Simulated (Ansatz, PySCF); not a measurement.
This PySCF input computes a SVWN5/def2-TZVPD energy:

```python
from pyscf import gto, scf, dft

mol = gto.M(
    atom='''
    C    -0.10672706    1.17701571    0.00465963
    S    -0.07971376   -0.57493956   -0.00524580
    H     1.23704338   -1.08526133    0.02135005
    H     0.31907715    1.60569335    0.91824252
    H     0.35966191    1.61650670   -0.88361760
    ''',
    basis='def2-tzvpd',
    charge=-1,
    spin=0,
    verbose=4,
)

mf = dft.RKS(mol, xc='svwn').density_fit(auxbasis='def2-universal-jkfit')
mf.grids.level = 3
mf.conv_tol = 1e-9
mf.max_cycle = 100
mf.max_memory = 1500
mf.kernel()
if not mf.converged:
    mf = mf.newton()
    mf.kernel(mf.make_rdm1())
mf.analyze()
```

Problem. Write an input for the same energy in Ansatz (a program for electronic structure) and say what it gives.

Solution. 
Ansatz 0.2 input:
```yaml
crystal:
  periodic: [false, false, false]
  atoms:
    - {symbol: C, position_ang: [-0.10672706, 1.17701571, 0.00465963]}
    - {symbol: S, position_ang: [-0.07971376, -0.57493956, -0.00524580]}
    - {symbol: H, position_ang: [1.23704338, -1.08526133, 0.02135005]}
    - {symbol: H, position_ang: [0.31907715, 1.60569335, 0.91824252]}
    - {symbol: H, position_ang: [0.35966191, 1.61650670, -0.88361760]}
basis:
  gaussian:
    orbitals: def2-TZVPD
hamiltonian:
  xc: {name: SVWN5}
total_charge: -1
output: {forces: true}
```
It gives -436.33891 Eh, and PySCF -436.33895 Eh, a difference of 0.04 mEh, from the treatment of integrals and grids.

It need not be the lowest isomer of its formula. Whether it binds its extra electron was not tested at this geometry.
